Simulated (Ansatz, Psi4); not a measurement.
**CH4S (methanethiol): from total energies to a heat of formation**

CH4S has 6 atoms, charge 0, and is taken as a singlet. SMILES: `CS`. Geometry: optimised at PBE0/def2-TZVP.

Total energies at CCSD(T)/CBS estimate, 6 core orbitals frozen (Psi4 1.11); the atoms run unrestricted:

```tsv
species	state	energy (Eh)
CH4S	singlet	-438.226486
C	triplet	-37.791683
S	triplet	-397.677852
H	doublet	-0.500000
```

Harmonic wavenumbers at PBE0-D4/def2-TZVP, in cm⁻¹: 244, 731, 804, 972, 1099, 1353, 1466, 1481, 2714, 3068, 3158, 3161.

Measured heats of formation of the gaseous atoms at 298.15 K, in kJ/mol: C 716.9, S 277.0, H 218.0. Spin-orbit lowering of the atoms at 298 K (mean of the ground term's levels less their thermal mean, from spectra), in kJ/mol: C 0.02, S 1.88. Take 1 Eh = 2625.50 kJ/mol, 1 cm⁻¹ = 0.0119627 kJ/mol, RT = 2.479 kJ/mol.

**Question.** What heat of formation follows?

**Answer.** 
1. Electronic atomisation energy: (-37.791683) + (-397.677852) + 4 × (-0.500000) − (-438.226486) = 0.756951 Eh = 1987.4 kJ/mol.
2. Zero-point energy: half the sum of the wavenumbers, 10125.5 cm⁻¹ = 121.1 kJ/mol.
3. Thermal vibrational enthalpy, Σ hcν̃/(exp(hcν̃/kT) − 1): 2.0 kJ/mol. Translation, rotation and pV of a non-linear molecule: 4 RT = 9.9 kJ/mol.
4. The 6 free atoms carry 5/2 RT each: 37.2 kJ/mol.
5. Spin-orbit coupling lowers the free atoms by 0.02 + 1.88 = 1.9 kJ/mol.
6. Atomisation enthalpy at 298 K: 1987.4 − 1.9 − 121.1 − 2.0 − 9.9 + 37.2 = 1889.7 kJ/mol.
7. Sum of the atoms' heats of formation: 1865.9 kJ/mol. Heat of formation: 1865.9 − 1889.7 = -23.8 kJ/mol.

The tabulated value is -22.9 kJ/mol (CRC Handbook of Chemistry and Physics), so this level is off by -0.9 kJ/mol, or 0.0 % of the atomisation enthalpy that the table implies (1888.8 kJ/mol). Anharmonicity and any spin-orbit splitting of the molecule are left out, and so is core correlation.
